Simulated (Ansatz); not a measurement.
# CAlCl: the cost of one run

Method: def2-TZVPP, core rule «outside noble gas», up to 11 orbitals frozen; program: Ansatz 0.2.0, Gaussian basis.

To be run: UHF; ROHF; CCSD(T) on UHF.

2 further runs of the same task are left out: 2 set aside as unsound or not needed.

**1. The geometry**

The geometry is a PBE0/def2-TZVP stationary point (not a proven minimum) of the parent state, kept for this charge and spin.

3 atoms, charge 1, spin multiplicity 2.

Atoms are counted from 1 here; the program's logs count them from 0.

Bond lengths: Al1–C2 1.945 Å, C2–Cl3 1.645 Å. Angles: Al1–C2–Cl3 180.0°.

**2. UHF**

Contents of in.yaml:

```yaml
crystal:
  periodic: [false, false, false]
  atoms:
    - {symbol: Al, position_ang: [0.000000, 0.000000, 1.845217]}
    - {symbol: C, position_ang: [0.000000, 0.000000, -0.099904]}
    - {symbol: Cl, position_ang: [0.000000, 0.000000, -1.745313]}
basis:
  gaussian: {orbitals: def2-TZVPP}
total_charge: 1
magnetization: {spin_polarized: true, initial_magnetization: 1}
hamiltonian: {xc: hf}
output: {orbitals: {seedname: orbitals}}
```

On the command line:

```console
> ansatz run in.yaml --threads 1 --pin off --events-out ev --progress --plain --max-ram 4096MiB --backend cpu
```

What time and memory should one allow on 1 thread of AMD EPYC 7R13, shared host?

About 15 s, with a peak of 0.32 GiB.
